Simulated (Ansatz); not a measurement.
# C4H7NO: small, medium and large basis sets

An exercise on one series of results from a longer session: the logs are not shown, and one member is left open.

The runs use Ansatz 0.2.0, Gaussian basis; one geometry, several basis sets.

Levels to be run: PBE0-D4/def2-SVP; ωB97M-V/def2-SVP; PBE0-D4/def2-QZVPP; ωB97M-V/def2-QZVPP; the functionals' def2-TZVPP values are taken from earlier runs.

## Structure used throughout

All runs share one geometry, relaxed beforehand with PBE0-D4 in a triple-zeta def2 set.

SMILES `C/C=N/C(C)=O`, 13 atoms, charge 0, spin multiplicity 1.

Atoms are counted from 1 here; the program's logs count them from 0.

Bond lengths: C1–C2 1.482 Å, C1–H7 1.094 Å, C1–H8 1.095 Å, C1–H9 1.089 Å, C2–N3 1.265 Å, C2–H10 1.098 Å, N3–C4 1.406 Å, C4–C5 1.499 Å, C4–O6 1.206 Å, C5–H11 1.088 Å, C5–H12 1.093 Å, C5–H13 1.093 Å. Angles: C2–C1–H7 110.3°, C2–C1–H8 109.6°, C2–C1–H9 110.9°, H7–C1–H8 106.5°, H7–C1–H9 109.7°, H8–C1–H9 109.7°, C1–C2–N3 122.5°, C1–C2–H10 117.1°, N3–C2–H10 120.4°, C2–N3–C4 118.1°, N3–C4–C5 113.3°, N3–C4–O6 122.6°, C5–C4–O6 123.9°, C4–C5–H11 110.0°, C4–C5–H12 110.4°, C4–C5–H13 109.1°, H11–C5–H12 110.5°, H11–C5–H13 110.0° and more.

As a file:

```csv
atom,x (Å),y (Å),z (Å)
C1,1.20667,-2.02930,0.50698
C2,0.81694,-0.60069,0.44712
N3,-0.36274,-0.22776,0.18553
C4,-0.64707,1.14879,0.22985
C5,-1.40586,1.63735,-0.96739
O6,-0.36275,1.84098,1.17528
H7,1.99589,-2.23803,-0.22190
H8,1.62687,-2.25449,1.49245
H9,0.35064,-2.67472,0.31621
H10,1.60256,0.14031,0.64667
H11,-1.53098,2.71653,-0.91432
H12,-0.88688,1.35702,-1.88698
H13,-2.38290,1.14920,-0.99489
```

The first run:

in.yaml

```yaml
crystal:
  periodic: [false, false, false]
  atoms:
    - {symbol: C, position_ang: [1.206675, -2.029297, 0.506983]}
    - {symbol: C, position_ang: [0.816943, -0.600692, 0.447117]}
    - {symbol: N, position_ang: [-0.362739, -0.227759, 0.185530]}
    - {symbol: C, position_ang: [-0.647073, 1.148791, 0.229848]}
    - {symbol: C, position_ang: [-1.405858, 1.637351, -0.967386]}
    - {symbol: O, position_ang: [-0.362748, 1.840984, 1.175282]}
    - {symbol: H, position_ang: [1.995893, -2.238034, -0.221898]}
    - {symbol: H, position_ang: [1.626870, -2.254491, 1.492452]}
    - {symbol: H, position_ang: [0.350642, -2.674717, 0.316206]}
    - {symbol: H, position_ang: [1.602558, 0.140310, 0.646665]}
    - {symbol: H, position_ang: [-1.530980, 2.716528, -0.914324]}
    - {symbol: H, position_ang: [-0.886881, 1.357025, -1.886984]}
    - {symbol: H, position_ang: [-2.382898, 1.149199, -0.994892]}
basis:
  gaussian: {orbitals: def2-SVP}
hamiltonian: {xc: pbe0, dispersion: d4}
output: {orbitals: {seedname: orbitals}}
```

Steps of the session up to this table: PBE0-D4 in def2-SVP; ωB97M-V in def2-SVP; PBE0-D4 in def2-QZVPP; ωB97M-V in def2-QZVPP.

One of the session's tables, all rows but one given; the rest of the session is left out.

It belongs to the step «Functionals by basis». 

```
functional       basis  HOMO (eV)
   PBE0-D4    def2-SVP          ?
   PBE0-D4  def2-TZVPP      -7.25
   PBE0-D4  def2-QZVPP      -7.28
   ωB97M-V    def2-SVP      -9.51
   ωB97M-V  def2-TZVPP      -9.66
   ωB97M-V  def2-QZVPP      -9.69
```

Q: Estimate the row for PBE0-D4, def2-SVP from the others.

As computed: HOMO (eV): -7.12. In the column «HOMO (eV)» it is the highest.
